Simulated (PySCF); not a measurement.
## Gas-phase thermal properties of CF2

Energies from PySCF (xtb for GFN2), thermal terms from the rigid-rotor harmonic-oscillator model, ideal gas at 1 bar. The comparison is the NASA 1993 polynomial table, which mixes measured and estimated data. 6-31G* has spherical d functions here. All species are closed-shell singlets. B3LYP is the form with VWN-RPA correlation. The harmonic model lacks anharmonicity and excited electronic states, which grow with temperature; levels with a mode under 35 cm⁻¹ are left out. The table's entry may be an old estimate for CF2 (not checked at source).

```tsv
level	point group	σ	ZPE (kJ/mol)	S°298 (J/mol/K)	Cp298 (J/mol/K)	S°1000 (J/mol/K)	H1000 − H298 (kJ/mol)
table	-	-	-	240.8	39.0	298.1	34.3
B3LYP/6-31G*	C2v	2	18.3	241.1	38.8	298.0	34.1
GFN2-xTB	C2v	2	18.0	241.3	39.4	298.6	34.3
HF/6-31G*	C2v	2	20.4	240.0	37.6	295.3	33.2
PBE/def2-SVP	C2v	2	17.9	241.1	39.0	298.4	34.3
PBE0/def2-TZVP	C2v	2	18.5	240.6	38.6	297.3	34.0
```
σ: rotational symmetry number. Electronic degeneracy used: 1. Frequencies are unscaled.
